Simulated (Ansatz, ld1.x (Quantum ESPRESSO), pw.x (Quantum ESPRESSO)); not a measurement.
Al: does the ultrasoft potential hold in the solid?

| Property | Result |
| --- | --- |
| Element | Al |
| Generator | ld1.x (Quantum ESPRESSO) 7.5 |
| Type | ultrasoft |
| Functional | LDA (PW92) |
| Relativity | scalar-relativistic |
| Frozen core | [Ne] |
| Valence charge | 3 |
| Reference configuration | 3s2 3p1 |
| Partial waves | 3s (bound): rcut 1.60, rcutus 1.90 bohr; 3s channel at 4.65 Ry: rcut 1.60, rcutus 1.90 bohr; 3p (bound): rcut 1.80, rcutus 2.15 bohr; 3p channel at 0.7 Ry: rcut 1.80, rcutus 2.15 bohr; 3d channel at 0.25 Ry: rcut 2.00, rcutus 2.35 bohr; 3d channel at 1.05 Ry: rcut 2.00, rcutus 2.35 bohr |
| Local potential | all-electron potential smoothed inside 1.85 bohr (lloc = -1) |
| Core correction | Bessel-smoothed model core inside 1.55 bohr |
| Augmentation charge | PSQ, inside the norm-conserving radii |

Crystal test: bcc Al in pw.x 7.5, no spin, 14³ k-points, Fermi–Dirac smearing 0.01 Ry, cutoffs 40/320 Ry. The reference is all-electron LAPW (Ansatz 0.2.0) with the same functional, mesh and smearing; V0 and B0 come from Birch–Murnaghan fits to the pressures at five volumes. Errors are pseudo minus all-electron; Δ is the rms difference of the E(V) curves that follow from these fits, minima aligned, over ±6 % about the mean V0. Mesh and smearing are coarse, so the numbers serve the comparison and aren't converged zero-temperature values; the lattice is a test structure that the element need not adopt.

All-electron: a0 = 3.191 Å (V0 = 16.24 Å³/atom), B0 = 73.6 GPa.

Q: How far does the potential miss the all-electron equation of state?

A: mean pressure error (GPa): +0.03; a0 (Å): 3.191; a0 error (%): +0.01; B0 error (%): +0.3; Δ (meV/atom): 0.1.

| V (Å³/atom) | P all-electron (GPa) | P pseudo (GPa) |
| --- | --- | --- |
| 15.411 | 4.35 | 4.40 |
| 15.816 | 2.08 | 2.12 |
| 16.222 | 0.10 | 0.13 |
| 16.628 | -1.63 | -1.61 |
| 17.033 | -3.14 | -3.13 |

Q: At the middle volume, how do free energy and pressure move when the wave cutoff is lowered (ecutrho held at 320 Ry)?

A:

```csv
cutoff (Ry),shift of F (meV/atom),shift of P (GPa)
18,+3.2,-0.07
24,+0.9,-0.00
32,+0.4,-0.01
```

Input at the middle volume:

```
&control
  calculation='scf', prefix='x', pseudo_dir='./', outdir='./tmp', tstress=.true., disk_io='none'
/
&system
  ibrav=0, nat=1, ntyp=1, ecutwfc=40, ecutrho=320, nbnd=8,
  occupations='smearing', smearing='fd', degauss=0.01
/
&electrons
  conv_thr=1e-09, mixing_beta=0.4, electron_maxstep=70
/
ATOMIC_SPECIES
Al 1.0 Al.UPF
CELL_PARAMETERS angstrom
  -1.59470909 1.59470909 1.59470909
  1.59470909 -1.59470909 1.59470909
  1.59470909 1.59470909 -1.59470909
ATOMIC_POSITIONS crystal
Al 0.0000 0.0000 0.0000
K_POINTS automatic
14 14 14 0 0 0
```

```bash
pw.x < Al.scf.in > Al.scf.out
```

Lines of the output:

```
Message from routine setup:
     using ibrav=0 with symmetry is DISCOURAGED, use correct ibrav instead
     lattice parameter (alat)  =       5.2196  a.u.
     unit-cell volume          =     109.4715 (a.u.)^3
     number of electrons       =         3.00
     number of Kohn-Sham states=            8
     kinetic-energy cutoff     =      40.0000  Ry
     charge density cutoff     =     320.0000  Ry
     scf convergence threshold =      1.0E-09
     Exchange-correlation= PW
     number of k points=   104  Fermi-Dirac smearing, width (Ry)=  0.0100
     iteration #  1     ecut=    40.00 Ry     beta= 0.40
     total energy              =      -6.39850348 Ry
     estimated scf accuracy    <       0.00479106 Ry
     iteration #  2     ecut=    40.00 Ry     beta= 0.40
     total energy              =      -6.39790659 Ry
     estimated scf accuracy    <       0.00151055 Ry
     iteration #  3     ecut=    40.00 Ry     beta= 0.40
     total energy              =      -6.39796410 Ry
     estimated scf accuracy    <       0.00000129 Ry
     iteration #  4     ecut=    40.00 Ry     beta= 0.40
     the Fermi energy is     7.8697 ev
!    total energy              =      -6.39796470 Ry
     estimated scf accuracy    <          1.9E-10 Ry
     smearing contrib. (-TS)   =      -0.00171808 Ry
     The total energy is F=E-TS. E is the sum of the following terms:
     one-electron contribution =       3.02158817 Ry
     hartree contribution      =       0.00306339 Ry
     xc contribution           =      -3.98661716 Ry
     ewald contribution        =      -5.43428101 Ry
     convergence has been achieved in   4 iterations
          total   stress  (Ry/bohr**3)                   (kbar)     P=        1.30
     Message from routine punch:
     Nothing written, as per user request (disk_io='none')
```

The run at the middle volume (104 k-points, 4 iterations) took about 5 s on one core of a shared host (Intel(R) Xeon(R) Platinum 8375C CPU @ 2.90GHz, 96 threads, 744 GiB, load 40).
